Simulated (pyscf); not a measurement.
HO–SiH₃ + F–NbH(F)(F)–F → F–Nb(F)(F)(F)–O–SiH₃ + H₂, a multi-bond step (singlet surface; H–O, H–Nb, H–Si broken, Nb–O, H–H, H–Si formed). Single points on ωB97X-D3(BJ)/def2-SVP structures (PySCF, gas phase). Energies in eV from the separated reactants.

Small-basis levels: PySCF, no dispersion term, spherical d functions. AM1 to PM7: differences of heats of formation from MOPAC, which are fitted to 298 K values and so differ in kind from electronic energies by zero-point and thermal terms. GFN2-xTB: tblite. Cost: rough CPU time at the saddle relative to B3LYP/6-31G*+LANL2DZ, from one job on a shared machine.

```json
[
 {"level": "HF/6-31G*+LANL2DZ", "barrier": "2.22", "reaction energy": "-1.53", "cost": "0.1"},
 {"level": "SVWN5/6-31G*+LANL2DZ", "barrier": "0.07", "reaction energy": "-1.69", "cost": "1"},
 {"level": "PBE/6-31G*+LANL2DZ", "barrier": "0.79", "reaction energy": "-1.61", "cost": "2"},
 {"level": "B3LYP/6-31G*+LANL2DZ", "barrier": "1.27", "reaction energy": "-1.62", "cost": "1"},
 {"level": "B3LYP/6-311+G**+LANL2DZ", "barrier": "1.37", "reaction energy": "-1.40", "cost": "2"},
 {"level": "PBE/def2-SVP", "barrier": "0.46", "reaction energy": "-1.63", "cost": "2"},
 {"level": "B3LYP/def2-SVP", "barrier": "0.93", "reaction energy": "-1.64", "cost": "1"},
 {"level": "GFN2-xTB", "barrier": "2.12", "reaction energy": "+0.18", "cost": "under 0.02"},
 {"level": "PM7", "barrier": "…", "reaction energy": "-6.11", "cost": "under 0.02"},
 {"level": "ωB97M-D3(BJ)/def2-TZVP", "barrier": "…", "reaction energy": "-1.41", "cost": "–"}
]
```

Problem. What belongs in the gaps?

Solution. 
- PM7, barrier: 4.11
- ωB97M-D3(BJ)/def2-TZVP, barrier: 1.02

Against the last row the barrier runs from -0.95 (SVWN5/6-31G*+LANL2DZ) to +3.09 eV (PM7). ωB97M-D3(BJ)/def2-TZVP has limits of its own. On the reactant side the descent ends in an adduct with a Nb–O contact, 0.85 eV under the separated species and 1.61 eV under the saddle at ωB97X-D3(BJ)/def2-TZVP. What is counted as formed (Nb–O) is already present as a longer contact in the reactant adduct; forming that adduct is a step of its own. At the saddle there is also a short Nb–Si contact that neither side keeps. At ωB97X-D3(BJ)/def2-TZVP the barrier from the zero used here is 0.77 eV. One saddle was located; it need not be the lowest between these sides. In the def2 sets elements past Kr carry core potentials, without spin-orbit coupling.
